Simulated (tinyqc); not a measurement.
Inside a calculation. Method: Hueckel theory of the pi electrons with the omega technique, for the molecule O=Cc1c[cH+]1 (SMILES; centres numbered as the heavy atoms are written). Computed by tinyqc, a small Python program that keeps every step. Settings: charge = 1, omega = 0.6, damping = 0.3. Command: `OMP_NUM_THREADS=1 python tinyqc.py 28439 28440 out.jsonl` (the two numbers bound the seeds that draw the settings). One thread of a shared host (Intel(R) Xeon(R) Processor @ 2.60GHz), about 0.01 s of CPU time with the checks.

## The Hueckel matrix

Centres:
```
centre  z_r, pi electrons of the neutral centre         h
1O                                            1  1.140000
2C                                            1  0.000000
3C                                            1  0.000000
4C                                            1  0.000000
5C                                            1  0.000000
```

Bonds:
```
i  j         k
1  2  0.950000
2  3         1
3  4         1
4  5         1
5  3         1
```

H_rr = alpha + h_r beta, H_rs = k_rs beta for bonded centres.

Hueckel matrix in units of beta (H = alpha + beta A), order 1O, 2C, 3C, 4C, 5C:
```
[[1.140000, 0.950000, 0.000000, 0.000000, 0.000000],
 [0.950000, 0.000000, 1.000000, 0.000000, 0.000000],
 [0.000000, 1.000000, 0.000000, 1.000000, 1.000000],
 [0.000000, 0.000000, 1.000000, 0.000000, 1.000000],
 [0.000000, 0.000000, 1.000000, 1.000000, 0.000000]]
```

## Orbitals, round 1

pi electrons, sum of z_r less the charge = 4

Diagonalise; E = alpha + x beta with beta < 0, so the largest x are filled first; degenerate levels share their electrons. P = sum n_i c_ri c_si; each orbital has its largest coefficient positive (the first on a tie).

x values: [2.264888, 1.571679, -0.118372, -1.000000, -1.578194]

occupations: [2.000000, 2.000000, 0.000000, 0.000000, 0.000000]

coefficients, order 1O, 2C, 3C, 4C, 5C:
```
[[0.330580, 0.789965, -0.477284, 0.000000, 0.197159],
 [0.391437, 0.358959, 0.632212, 0.000000, -0.564122],
 [0.572511, -0.186299, 0.378584, 0.000000, 0.702993],
 [0.452618, -0.325880, -0.338513, 0.707107, -0.272669],
 [0.452618, -0.325880, -0.338513, -0.707107, -0.272669]]
```

charge and bond-order matrix P, order 1O, 2C, 3C, 4C, 5C:
```
[[1.466656, 0.825933, 0.084182, -0.215616, -0.215616],
 [0.825933, 0.564149, 0.314457, 0.120387, 0.120387],
 [0.084182, 0.314457, 0.724951, 0.639679, 0.639679],
 [-0.215616, 0.120387, 0.639679, 0.622122, 0.622122],
 [-0.215616, 0.120387, 0.639679, 0.622122, 0.622122]]
```

## Omega technique, round 1

h_r = h_r(0) + omega q_r, omega = 0.6, with q_r = z_r - P_rr; 0.3 of the old diagonal is kept.

matrix after round 1, order 1O, 2C, 3C, 4C, 5C:
```
[[0.944004, 0.950000, 0.000000, 0.000000, 0.000000],
 [0.950000, 0.183057, 1.000000, 0.000000, 0.000000],
 [0.000000, 1.000000, 0.115520, 1.000000, 1.000000],
 [0.000000, 0.000000, 1.000000, 0.158709, 1.000000],
 [0.000000, 0.000000, 1.000000, 1.000000, 0.158709]]
```

## Orbitals, round 2

As before.

x values: [2.383666, 1.517407, -0.051126, -0.841291, -1.448656]

occupations: [2.000000, 2.000000, 0.000000, 0.000000, 0.000000]

coefficients, order 1O, 2C, 3C, 4C, 5C:
```
[[0.245699, 0.764654, -0.552798, 0.000000, 0.222149],
 [0.372341, 0.461531, 0.579059, 0.000000, -0.559501],
 [0.585962, -0.110577, 0.389553, 0.000000, 0.701905],
 [0.478353, -0.308274, -0.321988, 0.707107, -0.269201],
 [0.478353, -0.308274, -0.321988, -0.707107, -0.269201]]
```

charge and bond-order matrix P, order 1O, 2C, 3C, 4C, 5C:
```
[[1.290128, 0.888791, 0.118834, -0.236384, -0.236384],
 [0.888791, 0.703297, 0.334285, 0.071664, 0.071664],
 [0.118834, 0.334285, 0.711157, 0.628769, 0.628769],
 [-0.236384, 0.071664, 0.628769, 0.647709, 0.647709],
 [-0.236384, 0.071664, 0.628769, 0.647709, 0.647709]]
```

## Omega technique, round 2

As before.

matrix after round 2, order 1O, 2C, 3C, 4C, 5C:
```
[[0.959348, 0.950000, 0.000000, 0.000000, 0.000000],
 [0.950000, 0.179532, 1.000000, 0.000000, 0.000000],
 [0.000000, 1.000000, 0.155970, 1.000000, 1.000000],
 [0.000000, 0.000000, 1.000000, 0.195575, 1.000000],
 [0.000000, 0.000000, 1.000000, 1.000000, 0.195575]]
```

## Convergence

Each round sets h_r = h_r(0) + omega (z_r - P_rr), keeping the share named as damping of the old diagonal; repeat until output and input diagonals agree to 1e-6.

Rounds:
```
round   sum n x  largest |h(out) - h(in)|
1      7.673133                  2.80e-01
2      7.802146                  5.78e-02
3      7.896077                  1.65e-02
4      7.923018                  4.79e-03
5      7.931316                  1.39e-03
6      7.933824                  4.02e-04
7      7.934584                  1.17e-04
8      7.934814                  3.41e-05
9      7.934883                  9.98e-06
10     7.934904                  2.93e-06
11     7.934910                  8.59e-07
```

Converged in 11 rounds.

## Energy, charges, bond orders

final x values: [2.428443, 1.539012, -0.025601, -0.789075, -1.412782]

occupations: [2.000000, 2.000000, 0.000000, 0.000000, 0.000000]

final P, order 1O, 2C, 3C, 4C, 5C:
```
[[1.294280, 0.886941, 0.124155, -0.235924, -0.235924],
 [0.886941, 0.695859, 0.333540, 0.069227, 0.069227],
 [0.124155, 0.333540, 0.712946, 0.628863, 0.628863],
 [-0.235924, 0.069227, 0.628863, 0.648457, 0.648457],
 [-0.235924, 0.069227, 0.628863, 0.648457, 0.648457]]
```

E = sum n x; q_r = z_r - P_rr; bond order p = P_rs; free valence = sqrt(3) - sum of p over the bonds of the atom.

pi energy = 4 alpha + this times beta = 7.934910

pi charges: [-0.294280, 0.304141, 0.287054, 0.351543, 0.351543]

Bond orders and lengths from R = 1.517 - 0.180 p (angstrom, C-C alone):
```
bond         p         R
1-2   0.886941         -
2-3   0.333540  1.456963
3-4   0.628863  1.403805
4-5   0.648457  1.400278
5-3   0.628863  1.403805
```

free valence of the carbons: [0.511570, 0.140786, 0.454731, 0.454731]

gap between the highest filled and the next level = 1.564613 |beta|
